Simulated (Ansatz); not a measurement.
[GeH3···H···OH], doublet in cc-pVDZ: errors against UCCSDT(Q)

Geometry: a point of a hydrogen-transfer path between rigid fragments, not a stationary point.

```xyz
7

Ge   -0.5299    0.0101    0.0000
H    -1.0414    1.4567    0.0000
H    -1.0414   -0.7132    1.2528
H    -1.0414   -0.7132   -1.2528
H     1.0044    0.0101    0.0000
O     2.3741    0.0101    0.0000
H     2.6259   -0.9298    0.0000
```

Basis cc-pVDZ; Ansatz 0.2.0. Correlated methods freeze the noble-gas cores and the filled d shells of p-block atoms, which leaves 15 electrons in 51 orbitals. Prefix R: restricted or restricted open-shell reference; prefix U: unrestricted. Active spaces: pair = (3e, 3o) about the gap. No spin–orbit coupling is included, and no scalar relativity.

Full CI isn't at hand for all of this; UCCSDT(Q) serves as the reference, and is uncertain by about the last step of the cluster series. The frozen core follows each run's orbitals, which can shift R against U totals by a few meV for light atoms and by up to 0.1 eV past Ca.

The UHF ⟨S²⟩ is 0.775 and the T1 diagnostic (RCCSD) is 0.0323. The largest doubles amplitude (RCCSD) is 0.045 and the T1 diagnostic (UCCSD) is 0.0232.

```
   level  E − E(UCCSDT(Q)) (kcal/mol)  share of correlation (%)  wall time
     UHF                       210.67                      2.39          –
    UMP2                        32.48                     84.95          –
   UCCSD                         4.93                     97.72          –
UCCSD(T)                         0.99                     99.54      6.5 s
  UCCSDT                         0.35                     99.84          –
```

The correlation energy at UCCSDT(Q), counted from RHF, is -9.360 eV. That run took 7.5 s on 2 threads of AMD EPYC 7R13 with a shared H100 80 GB, shared host.

Run but not shown, since their state or frozen core can't be matched to the reference's or they repeat it: RHF, RMP2, CISD, RCCSD, RCCSD(T), BCCD(T), RCCSDT, RCCSDT(Q), CASSCF (pair space), NEVPT2 (pair space).

Times hold each run's SCF and search for its determinant on a shared host, so for small cases they say little of a method's own cost; they ran on 1 thread of AMD EPYC 7R13.
